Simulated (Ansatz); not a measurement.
[NH2···H···CH2], triplet: reading a ladder of total energies

Geometry: a point of a hydrogen-transfer path between rigid fragments, not a stationary point.

```xyz
7

N    -1.1287   -0.0184   -0.0286
H    -1.4260    0.9495   -0.0286
H    -1.4260   -0.4207    0.8517
H     0.1703   -0.0184   -0.0286
C     1.2603   -0.0184   -0.0286
H     1.6747   -0.0184    0.9676
H     1.6747   -0.0184   -1.0247
```

Basis cc-pVDZ; Ansatz 0.2.0. Only valence electrons are correlated (noble-gas cores frozen), which leaves 14 electrons in 51 orbitals. Prefix R: restricted or restricted open-shell reference; prefix U: unrestricted.

Full CI isn't at hand for all of this; UCCSDT(Q) serves as the reference, and is uncertain by about the last step of the cluster series.

Runs differ by some tens of microhartree through their thresholds and, for an open shell, their frozen cores, so steps under 0.03 kcal/mol mean nothing.

```json
{"level": "UHF", "total energy (hartree)": "-95.073900"}
{"level": "UMP2", "total energy (hartree)": "-95.362703"}
{"level": "UCCSD", "total energy (hartree)": "-95.402043"}
{"level": "UCCSD(T)", "total energy (hartree)": "-95.409224"}
{"level": "UCCSDT", "total energy (hartree)": "-95.410074"}
{"level": "UCCSDT(Q)", "total energy (hartree)": "-95.410541"}
```

Problem. What is the correlation energy at UCCSDT(Q), and what share of it do UMP2 and UCCSDT recover?

Solution. E(corr) = -95.410541 − (-95.073900) = -0.336641 hartree = -9.160 eV. UMP2: -0.288803 / -0.336641 = 85.79 %. UCCSDT: -0.336174 / -0.336641 = 99.86 %.

Problem. By how many kcal/mol does UCCSD(T) miss UCCSDT(Q) (1 hartree = 627.509 kcal/mol), and which steps make up the rest?

Solution. -95.409224 − (-95.410541) = 0.001317 hartree = 0.83 kcal/mol. Steps: UCCSDT − UCCSD(T) = -0.53, UCCSDT(Q) − UCCSDT = -0.29 kcal/mol. Differences between like states or geometries often cancel part of this.
